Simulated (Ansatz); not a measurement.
H2S2. Charge 0, multiplicity 1. Geometry relaxed at PBE0-D4/def2-TZVP.

Cartesian coordinates in Å:
```
S 0.4690 -0.5227 -0.8794
S -0.4618 -0.4133 0.9394
H -0.2875 0.3686 -1.5475
H 0.2804 0.5674 1.4875
```

(1) Estimate the harmonic wavenumbers at RKS PBE0-D4/def2-TZVP (Ansatz, unscaled). Is this a minimum?

Results:

(1) 463, 536, 905, 907, 2666, 2668 cm⁻¹. Yes, no mode is imaginary beyond noise. Zero-point energy 48.7 kJ/mol. Run time 11 s (4 threads of Arm Neoverse V1 on a shared host).
